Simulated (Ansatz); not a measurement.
How methods differ on COF2 (carbonyl fluoride)

COF2: 4 atoms, total charge 0, spin state singlet. As SMILES, `O=C(F)F`. The shape is that of a PBE0-D4/def2-TZVP optimisation.

```csv
atom,x (Å),y (Å),z (Å)
O,-1.2427,-0.1574,0.1539
C,-0.0918,-0.0116,0.0114
F,0.8455,-0.8267,0.4247
F,0.4890,0.9957,-0.5900
```

Quantity: the energy change with the C2–F3 bond stretched from 1.309 to 2.618 Å, in eV. The values are calculated.

```json
{"level": "SVWN5/STO-3G (restricted)", "kind": "LDA", "program": "Ansatz", "value (eV)": "5.90", "less FCI/STO-3G": "+2.60", "CPU time (all runs)": "1.2 s"}
{"level": "PBE/STO-3G (restricted)", "kind": "GGA", "program": "Ansatz", "value (eV)": "5.16", "less FCI/STO-3G": "+1.86", "CPU time (all runs)": "1.9 s"}
{"level": "r2SCAN/STO-3G (restricted)", "kind": "meta-GGA", "program": "Ansatz", "value (eV)": "5.49", "less FCI/STO-3G": "+2.19", "CPU time (all runs)": "4.8 s"}
{"level": "BHLYP/STO-3G (restricted)", "kind": "global hybrid", "program": "Ansatz", "value (eV)": "7.10", "less FCI/STO-3G": "+3.80", "CPU time (all runs)": "2 s"}
{"level": "wB97X/STO-3G (restricted)", "kind": "range-separated hybrid", "program": "Ansatz", "value (eV)": "6.62", "less FCI/STO-3G": "+3.32", "CPU time (all runs)": "8 s"}
{"level": "MP2/STO-3G (restricted)", "kind": "perturbation theory", "program": "Ansatz", "value (eV)": "4.85", "less FCI/STO-3G": "+1.55", "CPU time (all runs)": "0.29 s"}
{"level": "BCCD(T)/STO-3G (restricted)", "kind": "coupled cluster or CI", "program": "Ansatz", "value (eV)": "3.04", "less FCI/STO-3G": "-0.26", "CPU time (all runs)": "0.64 s"}
{"level": "CCSD(T)/STO-3G (restricted)", "kind": "coupled cluster or CI", "program": "Ansatz", "value (eV)": "3.05", "less FCI/STO-3G": "-0.25", "CPU time (all runs)": "0.5 s"}
{"level": "FCI/STO-3G", "kind": "exact in the basis", "program": "Ansatz", "value (eV)": "3.30", "less FCI/STO-3G": "0.00", "CPU time (all runs)": "16 s"}
```

FCI/STO-3G is exact within its basis and frozen core, so for wave-function methods in that basis the difference is their error; functionals converge differently with the basis, so for them it is only a difference. The first shape isn't each level's own minimum. The values span 3.04 to 7.10 eV. All rows use very small basis sets, so even the best lies far from the true value. CPU times are rough (shared hosts, several kinds of processor): they show what a rung costs within a factor of a few.
